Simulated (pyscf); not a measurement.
Thermochemistry of product channels of `[NH2][InH2]` + `[FH]` on the singlet surface, in kcal/mol, from ωB97M-D3(BJ)/def2-TZVP energies (ideal gas, 1 atm, RRHO with modes under 100 cm⁻¹ raised to 100, one conformer, R ln 2 for chiral ones without a mode under 150 cm⁻¹). Optimised with ωB97X-D3(BJ)/def2-SVP in PySCF.

```json
[
 {"products": "`[NH3]` + `[F][InH2]`", "ΔE": "-15.5", "ΔH(298 K)": "-14.6", "ΔG(298 K)": "-14.9", "ΔG(900 K)": "-14.6"},
 {"products": "`[NH2][InH][F]` + `[H][H]`", "ΔE": "-12.3", "ΔH(298 K)": "-14.0", "ΔG(298 K)": "-13.7", "ΔG(900 K)": "-13.9"}
]
```

These are energies of the channels, which say nothing of barriers. Elements past Kr carry the def2 core potentials, without spin-orbit coupling.
